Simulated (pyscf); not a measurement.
Optimised with ωB97X-D3(BJ)/def2-SVP in PySCF.

Problem. For `[OH][PH2]` + `[SiH2]` [singlet] → `[SiH][O][PH2]` [singlet] + `[H][H]`, a four-centre exchange (singlet surface; H–O, H–Si broken, O–Si, H–H formed), PBE/def2-TZVP gives ΔE‡ = -18.7 kJ/mol and ΔE = -123.5 kJ/mol (zero: the separated reactants). In which direction and how far do r²SCAN/def2-TZVP, PBE0-D3(BJ)/def2-TZVP, ωB97M-D3(BJ)/def2-TZVP move these?

Solution. r²SCAN: ΔE‡ = -16.5 kJ/mol, ΔE = -130.5 kJ/mol; PBE0-D3(BJ): ΔE‡ = -9.8 kJ/mol, ΔE = -120.2 kJ/mol; ωB97M-D3(BJ): ΔE‡ = 5.8 kJ/mol, ΔE = -123.8 kJ/mol. PBE's barrier lies under all of them, by 2.2 to 24.5 kJ/mol. Its reaction energy lies among theirs. On the reactant side the descent ends in an adduct with a O–Si contact, 83.2 kJ/mol under the separated species and 82.6 kJ/mol under the saddle at ωB97X-D3(BJ)/def2-TZVP. At PBE, r²SCAN, PBE0-D3(BJ) the saddle lies under the separated reactants, which points to a path from their complex (located at ωB97X-D3(BJ) alone). What is counted as formed (O–Si) is already present as a longer contact in the reactant adduct; forming that adduct is a step of its own. At the saddle there is also a short H–Si contact that neither side keeps. The same reactants have a lower exit, to HO–SiH₂–PH₂ (barrier -19.9 kJ/mol at ωB97M-D3(BJ)/def2-TZVP, against +5.8 kJ/mol here). :HSi–O–PH₂ [singlet] lies 68.2 kJ/mol over its isomer HO–SiH=PH (electronic energy, ωB97M-D3(BJ)/def2-TZVP). This is the saddle that the search found; another between the same sides may lie lower.
